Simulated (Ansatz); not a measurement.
1T (CdI2-type) PtS2 was calculated with LDA (Ansatz, a first-principles code, plane waves, PAW).

Run with plane-wave cutoff 500 eV, 18×18×8 k mesh (along the axes of the cell as run), gaussian smearing 0.02 eV, scalar-relativistic PAW data made under PBE.

Computed at the level's own relaxed cell.

Task: What does this level give for the equilibrium volume per atom, lattice constant a and lattice parameter c?

Result: 
equilibrium volume per atom: 16.58 Å³/atom
lattice constant a: 3.562 Å
lattice parameter c: 4.527 Å

The run finds no gap.

Measured, for comparison: lattice constant a 3.542 Å (temperature not stated, no zero-point or thermal correction; as tabulated in Björkman (2014), arXiv:1406.2436); lattice parameter c 5.036 Å (temperature not stated, zero-point anharmonic expansion removed (computed with revB86b-DF2); no thermal correction; as tabulated in Björkman (2014), arXiv:1406.2436). Computed (rounded) less measured: lattice constant a +0.6 %, lattice parameter c -10.1 %.

Spin–orbit coupling is not included.

Computed values are for the static lattice.
